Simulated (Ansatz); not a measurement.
**A rate constant, worked out**

An elementary step of BNH5F, singlet (BH₂F ([BH2][F]) + NH₃ → BNH₄ ([BH2][NH2]) + HF; B–F, H–N broken or loosened, B–N, F–H formed or tightened). The start structure is the complex of the reactants, bound by 0.96 eV, and the electronic barrier above it is 1.443 eV by CCSD(T) at an estimated basis limit (MP2 extrapolated from triple and quadruple zeta, plus CCSD(T) − MP2 in triple zeta). Program: Ansatz 0.2.0. Basis: def2-TZVPP and def2-QZVPP. Cores are frozen in the correlated methods. Extrapolation: Hartree–Fock as exp(−7.88 √X), correlation as X^−2.97. Harmonic wavenumbers at PBE0-D4/def2-TZVP (Ansatz 0.2.0), in cm⁻¹:

Start: 190, 326, 622, 638, 817, 997, 1036, 1070, 1193, 1252, 1313, 1645, 1660, 2440, 2474, 3475, 3586, 3603.

Saddle: 727i, 454, 477, 729, 764, 798, 846, 989, 1127, 1128, 1257, 1271, 1615, 1973, 2594, 2685, 3584, 3674.

Task: Work out the transition-state-theory rate constant at 900 K from these numbers alone (harmonic vibrations; rotation, path degeneracy and anharmonicity left out), and the Wigner tunnelling factor. Use 1 cm⁻¹ = 1.2398 × 10⁻⁴ eV and k_B = 8.617 × 10⁻⁵ eV/K.

Result: Zero-point energies, half the sums: start 28337/2 cm⁻¹ = 1.7567 eV; saddle, real modes only, 25965/2 cm⁻¹ = 1.6096 eV.
Barrier with zero-point energy: 1.443 + 1.6096 − 1.7567 = 1.2959 eV.
k_BT = 0.07756 eV, so the barrier is 16.71 k_BT.
Vibrational partition functions from the zero-point level, ln q = −Σ ln(1 − exp(−hν/k_BT)): start 4.739, saddle 3.673.
k = (k_BT/h) exp(ln q‡ − ln q) exp(−E0/k_BT), with log₁₀(k_BT/h in s⁻¹) = 13.27: log₁₀ k = 13.27 + (-1.066 − 16.71)/2.3026 = 5.55, so k ≈ 4 × 10^(5) s⁻¹.
Wigner factor: 1 + (hν‡/k_BT)²/24 = 1 + (1.16)²/24 = 1.06. A change of 1 kcal/mol (0.043 eV) in the barrier would change k by a factor of 1.7 at this temperature.

T1 diagnostic: at most 0.012.

The step is the kind of exchange with an N–H group that builds nitride films in atomic layer and chemical vapour deposition.

Labels in which every atom is bracketed show which atoms are joined, not bond orders.

For scale, one of the runs: CCSD(T)/def2-TZVPP, 163 basis functions (an equivalent command: `ansatz run in.yaml --threads 2`). The run took 15 s on 2 CPU threads (shared host), with 1.5 GiB of host memory at its peak.
